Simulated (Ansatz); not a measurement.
For CsCl-type TlBr, PBE in Ansatz (plane waves, PAW) gives:

```
Property                             Result
-----------------------------  ------------
lattice constant a                  4.053 Å
bulk modulus                       19.7 GPa
cohesive energy                2.53 eV/atom
band gap at the measured cell       1.86 eV
```

Question: What does PBE0 in Ansatz (plane waves, PAW) give for the same quantities?

Answer: 
- lattice constant a: 4.029 Å (decreases by 0.6 %)
- bulk modulus: 20.9 GPa (increases by 6.1 %)
- cohesive energy: 2.49 eV/atom (drops by 0.04 eV/atom)
- band gap at the measured cell: 3.17 eV (grows by 1.31 eV)

For comparison: lattice constant a 3.984 Å (measured, temperature not stated, no zero-point or thermal correction; as tabulated in Du and Singh (2010), arXiv:1001.5458); band gap 2.68 eV (measured, temperature not stated, not corrected to a static lattice, detector crystals, literature values; as tabulated in Piasecki et al. (2022), doi:10.1039/d1ma01259b).

Changes are worked out from the printed values.

Unless a cell is named, each level is at its own relaxed cell (PBE 33.28, PBE0 32.70 Å³/atom).

Levels without +SOC leave out spin–orbit coupling, which shifts energies and cells of such heavy elements.

Levels without +SOC have no spin–orbit coupling; where heavier elements are present it shifts gaps, mostly down, and can invert bands. Density-functional gaps are differences of (generalised) Kohn–Sham levels.

Ansatz's density-functional and Hartree–Fock values are scalar-relativistic unless marked +SOC, with PAW data made under PBE.

Ansatz is a first-principles code.
